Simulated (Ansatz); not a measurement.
# BSiN+ (quartet): the correlation ladder, cc-pVTZ

One table from this session's results is given with a row withheld; the runs are named, their logs left out.

Program: Ansatz 0.2.0, Gaussian basis. Level of theory: cc-pVTZ, core rule «outside noble gas», up to 7 orbitals frozen. These are calculated values, not measurements.

Plan: UHF; CCSD(T) on ROHF; CCSD(T) on UHF; BCCD(T) on ROHF; CCSDT(Q) on ROHF; CCSDT(Q) on UHF; CASSCF and NEVPT2, 11 electrons in 12 orbitals.

5 further runs of the same task are left out: 5 set aside as unsound or not needed.

### The geometry

The geometry is a PBE0/def2-TZVP stationary point (not a proven minimum) of the parent state, kept for this charge and spin.

3 atoms, charge 1, spin multiplicity 4.

Atoms are counted from 1 here; the program's logs count them from 0.

Bond lengths: B1–N2 1.274 Å, N2–Si3 1.674 Å. Angles: B1–N2–Si3 180.0°.

The first run:

in.yaml

```yaml
crystal:
  periodic: [false, false, false]
  atoms:
    - {symbol: B, position_ang: [0.000000, 0.000000, -1.407767]}
    - {symbol: N, position_ang: [0.000000, 0.000000, -0.133267]}
    - {symbol: Si, position_ang: [0.000000, 0.000000, 1.541033]}
basis:
  gaussian: {orbitals: cc-pVTZ}
total_charge: 1
magnetization: {spin_polarized: true, initial_magnetization: 3}
hamiltonian: {xc: hf}
output: {orbitals: {seedname: orbitals}}
```

Command:

```console
$ ansatz run in.yaml --threads 1 --pin off --events-out ev --progress --plain --max-ram 4096MiB --backend cpu
```

Among the steps run: UHF; CCSD(T) on ROHF; CCSD(T) on UHF; BCCD(T) on ROHF; CCSDT(Q) on ROHF; CCSDT(Q) on UHF; CASSCF and NEVPT2, 11 electrons in 12 orbitals.

One table of the session follows, with a row left open; its other results are not shown here.

```
        method  from UCCSDT(Q) (kJ/mol)
          ROHF                   +845.1
           UHF                   +832.7
          RMP2                    +81.6
          UMP2                    +79.3
         RCCSD                    +51.5
         UCCSD                    +50.8
      RCCSD(T)                     +5.9
      UCCSD(T)                     +5.9
       BCCD(T)                     +5.8
        RCCSDT                        ?
        UCCSDT                     +3.5
     RCCSDT(Q)                     +0.7
     UCCSDT(Q)                        0
CASSCF valence                   +480.7
NEVPT2 valence                   +102.4
```

**Question.** Estimate the row for RCCSDT.

**Answer.** from UCCSDT(Q) (kJ/mol): +3.7. In the column «from UCCSDT(Q) (kJ/mol)» it lies between UCCSDT (+3.5) and BCCD(T) (+5.8).

Among the levels timed on like hardware and quicker than the yardstick, those that no quicker one beats, quickest first: RCCSD(T) (19 s, +5.9 kJ/mol); UCCSD(T) (24 s, +5.9 kJ/mol); BCCD(T) (25 s, +5.8 kJ/mol).

Caveats from the session: Restricted and unrestricted rows rest on different reference determinants; where their highest levels disagree by more than a few hundredths of an eV, they describe different states and don't form one ladder.
